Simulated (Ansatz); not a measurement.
# C₃H₆S: basis-set convergence

An exercise on one series of results from a longer session: the logs are not shown, and one member is left open.

Program: Ansatz 0.2.0, Gaussian basis. Level of theory: one geometry, several basis sets. These are calculated values, not measurements.

Levels to be run: PBE0-D4/def2-SVP; ωB97M-V/def2-SVP; PBE0-D4/def2-QZVPP; ωB97M-V/def2-QZVPP; the functionals' def2-TZVPP values are taken from earlier runs.

### The geometry

All runs share one geometry, relaxed beforehand with PBE0-D4 in a triple-zeta def2 set.

SMILES `C1CSC1`, 10 atoms, charge 0, spin multiplicity 1.

Atoms are counted from 1 here; the program's logs count them from 0.

Bond lengths: C1–C2 1.533 Å, C1–C4 1.533 Å, C1–H5 1.093 Å, C1–H6 1.091 Å, C2–S3 1.830 Å, C2–H7 1.092 Å, C2–H8 1.089 Å, S3–C4 1.830 Å, C4–H9 1.089 Å, C4–H10 1.092 Å. Angles: C2–C1–C4 96.0°, C2–C1–H5 115.6°, C2–C1–H6 110.3°, C4–C1–H5 115.6°, C4–C1–H6 110.3°, H5–C1–H6 108.5°, C1–C2–S3 90.9°, C1–C2–H7 113.5°, C1–C2–H8 116.6°, S3–C2–H7 111.0°, S3–C2–H8 114.4°, H7–C2–H8 109.4°, C2–S3–C4 77.0°, C1–C4–S3 90.9°, C1–C4–H9 116.6°, C1–C4–H10 113.5°, S3–C4–H9 114.4°, S3–C4–H10 111.0° and more.

As a file:

```
C    -0.54252    0.39627   -0.25224
C    -0.26130   -1.10978   -0.30784
S     0.94981   -0.96276    1.05669
C     0.73408    0.77061    0.50969
H    -0.67773    0.88799   -1.21861
H    -1.42198    0.59459    0.36240
H     0.22621   -1.42730   -1.23138
H    -1.10115   -1.77028   -0.09588
H     0.62412    1.48896    1.32112
H     1.55377    1.08060   -0.14105
```

Set-up of the first run:

in.yaml

```yaml
crystal:
  periodic: [false, false, false]
  atoms:
    - {symbol: C, position_ang: [-0.542521, 0.396274, -0.252242]}
    - {symbol: C, position_ang: [-0.261304, -1.109782, -0.307839]}
    - {symbol: S, position_ang: [0.949812, -0.962764, 1.056689]}
    - {symbol: C, position_ang: [0.734081, 0.770614, 0.509686]}
    - {symbol: H, position_ang: [-0.677734, 0.887988, -1.218611]}
    - {symbol: H, position_ang: [-1.421981, 0.594589, 0.362405]}
    - {symbol: H, position_ang: [0.226215, -1.427297, -1.231385]}
    - {symbol: H, position_ang: [-1.101153, -1.770278, -0.095875]}
    - {symbol: H, position_ang: [0.624119, 1.488957, 1.321117]}
    - {symbol: H, position_ang: [1.553765, 1.080600, -0.141047]}
basis:
  gaussian: {orbitals: def2-SVP}
hamiltonian: {xc: pbe0, dispersion: d4}
output: {orbitals: {seedname: orbitals}}
```

Started as:

```sh
$ ansatz run in.yaml --threads 4 --pin off --events-out ev --progress --plain --max-ram 10444MiB
```

Steps of the session up to this table: PBE0-D4 in def2-SVP; ωB97M-V in def2-SVP; PBE0-D4 in def2-QZVPP; ωB97M-V in def2-QZVPP.

One table of the session follows, with a row left open; its other results are not shown here.

It belongs to the step «Density functionals: the series». 

| functional | basis | HOMO (eV) | LUMO (eV) |
| --- | --- | --- | --- |
| PBE0-D4 | def2-SVP | ? | ? |
| PBE0-D4 | def2-TZVPP | -6.26 | 0.18 |
| PBE0-D4 | def2-QZVPP | -6.30 | -0.02 |
| ωB97M-V | def2-SVP | -8.38 | 2.90 |
| ωB97M-V | def2-TZVPP | -8.49 | 2.14 |
| ωB97M-V | def2-QZVPP | -8.53 | 1.62 |

Estimate the missing values for PBE0-D4, def2-SVP.

As computed: HOMO (eV): -6.16; LUMO (eV): 0.71. In the column «HOMO (eV)» it is the highest.
